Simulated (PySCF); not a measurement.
# C2H7N (Ethylamine): the cost of one run

Programs: PySCF 2.14.0, with density-fitted response routines of our own. Each step states its level of theory. These are calculated values for one molecule in the gas phase, unless marked as measured. Atoms are numbered from 0 throughout.

### Step 1. The molecule as given

10 atoms, charge 0, multiplicity 1; geometry from: MMFF94s. The atoms were then displaced at random by about 0.03 Å, so the start is not that level's minimum.

Bonds of the start (Å): C0–C1 1.54, C1–N2 1.50, C0–H3 1.10, C0–H4 1.17, C0–H5 1.13, C1–H6 1.10, C1–H7 1.10, N2–H8 0.96, N2–H9 1.07.

### Step 2. Optimising the geometry at PBE0-D3(BJ)/def2-SVP

The job: settings as JSON, then the geometry in Å.

```
{"job": {"xc": "PBE0", "basis": "def2-SVP", "d3": "d3bj", "grid": 1, "shake": 0.03, "kind": "geom"}, "charge": 0, "multiplicity": 1}
C      1.106390     0.398460    -0.009250
C     -0.105260    -0.537450    -0.181860
N     -1.436930     0.138360    -0.076940
H      2.110200    -0.024100    -0.134930
H      0.982640     1.236520    -0.819010
H      1.008230     0.970930     0.954570
H      0.025960    -1.309460     0.589500
H      0.022030    -0.990620    -1.170790
H     -2.128670    -0.529870    -0.045780
H     -1.459940     0.570470     0.898920
```

The run is started by

```sh
$ OMP_NUM_THREADS=1 python probes_run.py task.json out
```

One launch serves the whole session: the jobs run in the order shown.

**Question.** How long does this first job take on 1 thread of Arm Neoverse V2, shared host, and how much memory does it need?

About 9.4 s, with a peak of 0.32 GiB.
